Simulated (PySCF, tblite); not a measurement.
## Al3+ and ammonia

A gas-phase complex of Al3+ and ammonia; charge +3, singlet. The structure comes from a short search (6 tight-binding starts) and was relaxed by PBE0-D3(BJ)/def2-TZVPD; another way of binding may lie lower. Frequencies by PBE0-D3(BJ)/def2-TZVPD show no clear imaginary mode.

Parts: 1 = Al3+ ([Al+3]), atoms 1, charge +3; 2 = ammonia (N), atoms 2–5.

Coordinates in Å:
```
Al1     0.341   -0.671   -0.471
N2      0.824   -2.182   -1.548
H3      0.014   -2.845   -1.681
H4      1.147   -1.891   -2.510
H5      1.610   -2.738   -1.114
```

| contact | kind (by geometry) | distance (Å) | angle (°) |
| --- | --- | --- | --- |
| Al1···N2 | bond | 1.917 | - |

The parts are joined by the bond Al1–N2, so these are energies of forming such bonds; deforming the relaxed parts to their shape in the adduct costs 2.6 kcal/mol, which the interaction energies leave out.

Interaction energies are complex less parts, with the parts frozen as they stand in it; counterpoise-corrected, in kcal/mol (PySCF). The CCSD(T) estimate is Hartree-Fock/aug-cc-pVQZ, plus the MP2 correlation part extrapolated as X⁻³ from aug-cc-pVTZ and aug-cc-pVQZ, plus CCSD(T) less MP2 in aug-cc-pVDZ; noble-gas cores are frozen. It isn't the exact limit.

| level | interaction | superposition error removed |
| --- | --- | --- |
| Hartree-Fock/aug-cc-pVQZ | -240.30 | - |
| wB97M-D3(BJ)/def2-TZVPD | -251.34 | -0.29 |
| PBE0-D3(BJ)/def2-TZVPD | -253.55 | -0.25 |
| MP2/aug-cc-pVQZ | -239.26 | -0.19 |

Task: What does CCSD(T) at its estimated basis limit give, and which of these levels comes nearest?

Result: -238.97 kcal/mol. MP2/aug-cc-pVQZ is nearest, off by -0.30; the errors are Hartree-Fock/aug-cc-pVQZ -1.33, wB97M-D3(BJ)/def2-TZVPD -12.37, PBE0-D3(BJ)/def2-TZVPD -14.59, MP2/aug-cc-pVQZ -0.30.

Task: What holds them together? Decompose the wB97M-D3(BJ)/def2-TZVPD energy: frozen parts, their antisymmetrised product, then relaxation.

Result: electrostatic -132.1, Pauli repulsion +46.8, orbital relaxation -164.8, dispersion correction -1.5 kcal/mol, which sum to the value before the counterpoise correction; the Pauli term holds the exchange-correlation of the frozen density too. Of the attraction, 55 % is orbital relaxation, 44 % is electrostatic, 1 % is dispersion correction.

The parts were also relaxed and run alone, at the levels used for the complex: shieldings by PBE0/pcSseg-2; core levels by delta-SCF with SCAN, pcX-2 on the ionised atom and pcseg-1 elsewhere, spin-free X2C (2p3/2 is the spin-free 2p value less a third of a first-order spin-orbit splitting).

Task: How do these values change when the complex forms?

Result: 
```json
{"property": "shielding of Al1 (ppm)", "alone": "766.2", "in the complex": "686.1", "change": "-80.0"}
{"property": "shielding of N2 (ppm)", "alone": "263.7", "in the complex": "188.0", "change": "-75.6"}
{"property": "Al1 2p3/2 core level (eV)", "alone": "119.93", "in the complex": "109.81", "change": "-10.12"}
{"property": "N2 1s core level (eV)", "alone": "405.54", "in the complex": "427.46", "change": "+21.92"}
```

Task: What are the binding energy from relaxed parts (wB97M-D3(BJ)/def2-TZVPD), and ΔH and ΔG of association at 298.15 K and 1 atm?

Result: -248.75 kcal/mol, -247.25 with zero-point energy; ΔH -248.6 and ΔG -240.9 kcal/mol, from harmonic vibrations by PBE0-D3(BJ)/def2-TZVPD with low modes damped.

Multiply charged ions in the gas phase bind far more strongly than in solution.
